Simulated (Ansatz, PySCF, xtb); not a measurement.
Bonds broken one at a time in the series Ga Cl-Br. All species are isolated molecules in the gas phase. Strings in code marks are SMILES. Quantity: homolytic bond dissociation enthalpy at 298 K (no spin–orbit term). Enthalpy corrections at 298 K come from GFN2-xTB frequencies (xtb). Level 1: PBE-D3(BJ)/def2-TZVP // PBE0-D3(BJ)/def2-TZVP (PySCF). Level 2: frozen-core CCSD(T)/cc-pVTZ // PBE0-D3(BJ)/def2-TZVP (Ansatz, a first-principles code).

```
case                                                                  level 1 (kcal/mol)  level 2 (kcal/mol)
--------------------------------------------------------------------  ------------------  ------------------
Br–Ga bond of `[Br][Ga]([Br])[Br]`, giving `[Br]` and `[Br][Ga][Br]`                84.4                88.8
Ga–Br bond of `[Cl][Ga]([Br])[Br]`, giving `[Br]` and `[Cl][Ga][Br]`                85.2                89.3
Ga–Br bond of `[Cl][Ga]([Cl])[Br]`, giving `[Br]` and `[Cl][Ga][Cl]`                86.0                89.8
Cl–Ga bond of `[Cl][Ga]([Br])[Br]`, giving `[Br][Ga][Br]` and `[Cl]`                94.7                97.8
Cl–Ga bond of `[Cl][Ga]([Cl])[Br]`, giving `[Cl]` and `[Cl][Ga][Br]`                95.4            withheld
Cl–Ga bond of `[Cl][Ga]([Cl])[Cl]`, giving `[Cl]` and `[Cl][Ga][Cl]`                96.3                98.9
```

**Question.** Fit level 2 = a + b·x to the 5 complete rows by least squares, with x = level 1 in kcal/mol. Give a, b and the rms residual, and predict the withheld value.

**Answer.** Means of the 5 rows: x̄ = 89.32, ȳ = 92.92 kcal/mol. Σ(x − x̄)² = 129.87 and Σ(x − x̄)(y − ȳ) = 113.54, so b = 0.874 and a = ȳ − b·x̄ = 14.85 kcal/mol. The rms residual is 0.16 kcal/mol. At x = 95.4 the line gives 98.2 kcal/mol. The run for Cl–Ga bond of `[Cl][Ga]([Cl])[Br]`, giving `[Cl]` and `[Cl][Ga][Br]` gave 98.3 kcal/mol, so the line is off by 0.1 kcal/mol, within twice the rms residual.

Codes: Ansatz, PySCF, xtb.
